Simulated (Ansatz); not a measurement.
**How well does each level of theory give the bulk modulus B0 of rock-salt NbC?**

Reference value: 281 ± 6 GPa (measured, room temperature, no zero-point or thermal correction; as tabulated in High-pressure structural stability of NbC, High Pressure Research 37, 244 …).

| level (code) | value (GPa) | cell (Å³/atom) | difference (%) |
|---|---|---|---|
| LDA (Ansatz) | 333 | 10.85 | +18.5 |
| PBE (Ansatz) | 300 | 11.28 | +6.8 |
| PBE-D3(BJ) (Ansatz) | 316 | 11.01 | +12.5 |
| PBEsol-D3(BJ) (Ansatz) | 336 | 10.78 | +19.6 |
| HSE06 (Ansatz) | 331 | 11.03 | +17.8 |
| PBE0 (Ansatz) | 333 | 11.03 | +18.5 |
| Hartree–Fock (Ansatz) | 346 | 11.31 | +23 |

The reference is not for a static lattice or low temperature, so close values are not ranked against it.

The reference isn't brought to a static lattice, while the calculations are for one, so the differences are not the levels' errors alone. A static lattice is as a rule stiffer than a warm one, by over a tenth in soft solids.  HSE06, PBE0, Hartree–Fock: the run has no spin polarisation, so it can have missed a magnetic state. Each level is taken at its own relaxed cell. Cutoffs and k meshes differ between the levels. Ansatz's density-functional and Hartree–Fock values are scalar-relativistic unless marked +SOC, with PAW data made under PBE.

Differences are worked out from the printed values.

Ansatz is a first-principles code.
